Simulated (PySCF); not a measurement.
Gas-phase reaction: SiH4 + 2 SiH3 + 2 C3H7 (i-propyl) → 3 ethylsilane

Method: PySCF energies (xtb for GFN2) plus ideal-gas RRHO corrections (1 bar). † marks an energy on the PBE0/def2-TZVP geometry and frequencies; other levels use their own. MP2 freezes the core. Open shells (unrestricted): SiH3 (multiplicity 2), C3H7 (i-propyl) (multiplicity 2); the rest are closed-shell singlets. GFN2 has no spin-polarisation term. MP2 isn't extrapolated to the basis-set limit.

r2SCAN/def2-TZVP† gives ΔH°(298 K) = -633 kJ.

What do M06-2X/def2-TZVP†, MP2/def2-SVP†, GFN2-xTB give?

M06-2X/def2-TZVP†: -692 kJ; MP2/def2-SVP†: -685 kJ; GFN2-xTB: -703 kJ. For scale, ΔH°(298 K) is -633 kJ at this level, -715 kJ at ωB97M-V/def2-TZVP†, and runs from -763 to -483 kJ over the 19 levels computed.
